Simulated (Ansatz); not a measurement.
`NBF` + `[SiH3]`• → `N[B]F`• + SiH₄  (hydrogen abstraction from a B–H bond)

Gas-phase electronic energies from Ansatz, PBE0-D4/def2-TZVP geometries. CCSD(T)/CBS is the MP2 limit (def2-TZVPP, def2-QZVPP) plus CCSD(T) − MP2 in def2-TZVPP, frozen cores. This one scheme is used for every species. DFT in def2-TZVPP. Open shells (•) are unrestricted, without spin–orbit coupling. Each species was taken in one conformer, which may not be the lowest.

```
             level  ΔE (kJ/mol)
          BHLYP-D4         70.2
      CAM-B3LYP-D4         69.8
            revPBE         67.7
           LC-ωPBE         68.7
CCSD(T)/def2-TZVPP         72.1
     HF/def2-QZVPP         60.8
    MP2/def2-QZVPP         70.7
      HF/CBS(def2)         60.7
```

**Question.** What does CCSD(T)/CBS give? (An estimate is asked.)

**Answer.** Computed: +70.5 kJ/mol. The listed levels differ from it by -0.3, -0.7, -2.8, -1.8, 1.6, -9.7, 0.2, -9.8 kJ/mol.

Largest T1 diagnostic among the species: 0.015.

Leaving LDA and LC-ωPBE aside and taking each functional with its dispersion term where it has one, the values, not all of them listed here, spread over 6.5 kJ/mol, from r2SCAN-D4 to ωB97M-V. In def2-TZVPP, CCSD(T) changes the Hartree–Fock value by +10.7 kJ/mol (the triples alone add −0.0 kJ/mol) and MP2 by +10.4 kJ/mol. At CCSD(T), def2-SVP lies +4.8 kJ/mol from the extrapolated value and def2-TZVPP +1.6 kJ/mol.
